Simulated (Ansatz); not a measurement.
Geometry optimisation, RKS PBE/def2-SVP (Ansatz 0.2.0).

Input:

```yaml
crystal:
  periodic: [false, false, false]
  atoms:
    - { symbol: C, position_ang: [0.5472, 0.8195, -0.9665] }
    - { symbol: C, position_ang: [0.4901, -0.0982, -0.0454] }
    - { symbol: Cl, position_ang: [1.9399, -0.8987, 0.3472] }
    - { symbol: C, position_ang: [-0.6379, -0.5485, 0.7096] }
    - { symbol: F, position_ang: [-1.8326, 0.1125, 0.3218] }
    - { symbol: H, position_ang: [-0.4171, 1.3979, -1.2494] }
    - { symbol: H, position_ang: [1.4346, 1.159, -1.4898] }
    - { symbol: H, position_ang: [-0.8605, -1.605, 0.5253] }
    - { symbol: H, position_ang: [-0.5753, -0.3848, 1.8301] }
basis:
  gaussian: { orbitals: def2-SVP }
hamiltonian:
  xc: pbe
relax:
  f_tol: 0.02
  max_steps: 50
```

Command:

```bash
$ ansatz run input.yaml --threads 2 --pin off --max-ram 3072MiB --backend cpu --events-out ev --progress --plain --runs-dir out
```

Where does it end, and by what steps?

It converged. After 5 steps the energy has fallen by 0.372 eV; Cl3 moved furthest, 0.09 Å.

| step | energy less start (eV) | largest force component (eV/Å) | accepted |
| --- | --- | --- | --- |
| 0 | 0.0000 | 3.405 | yes |
| 1 | -0.3014 | 1.724 | yes |
| 2 | -0.3602 | 0.400 | yes |
| 3 | -0.3668 | 0.259 | yes |
| 4 | -0.3721 | 0.052 | yes |
| 5 | -0.3724 | 0.020 | yes |

```xyz
9
Properties=species:S:1:pos:R:3
C 0.519 0.878 -0.992
C 0.513 -0.083 -0.057
Cl 1.957 -0.954 0.415
C -0.699 -0.547 0.709
F -1.829 0.140 0.316
H -0.429 1.380 -1.235
H 1.438 1.174 -1.515
H -0.850 -1.639 0.542
H -0.532 -0.395 1.800
```

Whether the end is a true minimum wasn't checked by a vibrational analysis.

Time of the run: 7.1 s on 2 threads of Intel(R) Xeon(R) Platinum 8488C (Sapphire Rapids) (shared host), peak memory 0.15 GiB.
